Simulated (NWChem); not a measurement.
# Total energies of pyrrole (C$_{4}$H$_{5}$N)

```
N
H 1 1.0098
C 1 1.3659 2 124.97
C 1 1.3659 2 124.97 3 180.00
C 4 1.3790 1 107.75 2 180.00
C 3 1.3790 1 107.75 2 180.00
H 3 1.0878 1 121.36 2 0.00
H 4 1.0878 1 121.36 2 0.00
H 5 1.0884 4 125.81 8 0.00
H 6 1.0884 3 125.81 7 0.00
```
Charge 0, spin multiplicity 1.

Program: NWChem. The geometry was optimised at PBE0/def2-SVP, a minimum by its harmonic frequencies.

Basis set: cc-pVDZ (95 functions).

```csv
method,total energy (Ha)
RHF,-208.82803
MP2,-209.52511
B2PLYP,-209.95558
PBE,-209.91717
B3LYP,-210.18280
LDA (SVWN5),-208.30514
CCSD(T),-209.58442
```

Total energies of different functionals aren't comparable as a measure of quality: only differences taken within one method are. 

The correlated methods keep 5 core orbitals frozen. B3LYP has NWChem's definition, with VWN1-RPA local correlation. Coupled-cluster values serve here as a point of comparison, not as the truth.
